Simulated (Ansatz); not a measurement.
Isomers of C$_{2}$H$_{4}$FNO, relaxed with PBE0-D4/def2-TZVP in Ansatz; electronic energies, one conformer each and not always the lowest. Functionals use def2-TZVPP; CBS adds triple-zeta CCSD(T) − MP2 to the MP2 limit of def2-TZVPP and def2-QZVPP.

(1) Order them by energy at frozen-core CCSD(T)/CBS, lowest first. (Estimate.)
A. `NC1(F)CO1`
B. `FC1NCO1`
C. `C/N=C(/O)F`

(2) How do PBE0-D4, B3LYP, HF/CBS(def2), B2PLYP place them (kcal/mol, against `C/N=C(/O)F`)? (Best estimate.)

Answers

(1) C (0.0 kcal/mol), A (18.8 kcal/mol), B (20.8 kcal/mol).

(2) The calculation gave: 
```json
{"isomer": "`FC1NCO1`", "PBE0-D4": "20.5", "B3LYP": "24.4", "HF/CBS(def2)": "22.3", "B2PLYP": "23.5"}
{"isomer": "`NC1(F)CO1`", "PBE0-D4": "18.1", "B3LYP": "21.5", "HF/CBS(def2)": "22.7", "B2PLYP": "20.8"}
```

B3LYP here is the variant with VWN-RPA as its local correlation; programs differ in this.
